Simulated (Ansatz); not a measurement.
C2H5Si (`C=C[SiH2]`) radical, relaxed with UKS PBE-D4/def2-SVP in Ansatz from a rough embedded geometry. The force threshold is 0.03 eV/Å; the program also tests the step.

Charge 0, multiplicity 2.

Start:

```xyz
8

C    -0.426   -1.256    0.086
C     0.062   -0.135    0.544
Si   -0.022    1.431   -0.350
H    -0.992   -1.400   -0.859
H    -0.303   -2.211    0.717
H     0.554   -0.081    1.510
H     0.186    1.256   -1.810
H     0.941    2.396    0.163
```

**Question.** How much energy does the relaxation release, and in how many steps? (Estimate.)

**Answer.** The calculation gave: 5.46 kcal/mol, in 6 steps, 1 of them rejected.

**Question.** Which bonds change most? (An estimate is asked.)

**Answer.** Ansatz gave: C1–C2 from 1.306 to 1.358 Å; Si3–H8 from 1.457 to 1.505 Å; C1–H5 from 1.151 to 1.103 Å; C2–Si3 from 1.805 to 1.850 Å.

**Question.** Give the relaxed structure. (Best estimate.)

**Answer.** The calculation gave: 
```xyz
8

C    -0.390   -1.316    0.097
C     0.059   -0.130    0.584
Si    0.030    1.478   -0.330
H    -0.764   -1.420   -0.936
H    -0.394   -2.232    0.712
H     0.404   -0.100    1.635
H    -0.090    1.311   -1.822
H     1.145    2.410    0.061
```
